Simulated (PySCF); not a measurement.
# Working out the ionisation energy of Al

Al [Ne] 3s2 3p1 (2P) → Al⁺ [Ne] 3s2 (1S). All numbers are calculated (PySCF 2.14, no relativity, point nucleus, in def2-QZVPPD (10s6p5d2f1g, 76 functions)). Frozen: 1s2. Energies in hartree (1 hartree = 27.21139 eV):

| part | Al (lower) | Al⁺ (upper) |
| --- | --- | --- |
| UHF | -241.880676 | -241.674547 |
| MP2 opposite-spin | -0.154021 | -0.148311 |
| MP2 same-spin | -0.052485 | -0.050264 |

Question: What does Hartree-Fock give?

Answer: (-241.674547) − (-241.880676) = 0.206129 hartree = 5.609 eV.

Question: What do MP2 and SCS-MP2 (6/5 opposite-spin, 1/3 same-spin) give?

Answer: The opposite-spin parts differ by 0.155 eV and the same-spin parts by 0.060 eV. MP2: 5.609 + (0.155) + (0.060) = 5.824 eV. SCS-MP2: 5.609 + 1.2 × (0.155) + (0.060)/3 = 5.815 eV.

Measured between the centres of the two terms (NIST): 5.977 eV, so MP2 (valence and next inner shell) is off by -0.153 eV.

What remains against the reference includes basis incompleteness, the frozen core and correlation beyond second order.
